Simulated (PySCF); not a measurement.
# From computed data to an observable: entropy of an ideal gas

CH3, SMILES [CH3] (connectivity only; charge and spin as stated), charge +1, multiplicity 1.

Geometry optimised at B3LYP-D3(BJ)/def2-TZVPD. The multiplicity is an assumed one; other spin states were not compared. The isomer is the one that the SMILES or the coordinates give; other isomers of the formula were not compared.

PySCF with B3LYP-D3(BJ)/def2-TZVPD gives the harmonic wavenumbers 1410, 1410, 1423, 3025, 3215, 3215 cm⁻¹ and the rotational temperatures 13.4573, 13.4573, 6.7287 K. The molar mass is 15.03 g/mol, the symmetry number 6, the spin multiplicity 1.

### Question
Work out the entropy at 298.15 K and 1 atm in the rigid-rotor, harmonic-oscillator model.

### Answer

Translation (Sackur–Tetrode at 1 atm): S = R[1.5 ln M + 2.5 ln T − 1.16487] = 142.5 J/(mol K).
Rotation: q = (√π/σ) T^1.5/√(θA θB θC) = 43.6, S = R[ln q + 3/2] = 43.9 J/(mol K).
Vibration: with u = 1.4388 ν/T, each mode gives R[u/(e^u − 1) − ln(1 − e^−u)]:
```json
[
 {"ν (cm⁻¹)": "1410", "modes": "2", "u": "6.80", "S (J/(mol K))": "0.14"},
 {"ν (cm⁻¹)": "1423", "modes": "1", "u": "6.87", "S (J/(mol K))": "0.07"}
]
```
The stiffer modes add less than 0.005 each. Sum 0.2 J/(mol K).
Spin: R ln 1 = 0.0 J/(mol K).
Total 186.6 J/(mol K); the program's own thermochemistry gives 186.6. Translation makes up 76 % and vibration 0 %. Anharmonicity, hindered rotation and orbital degeneracy are left out.
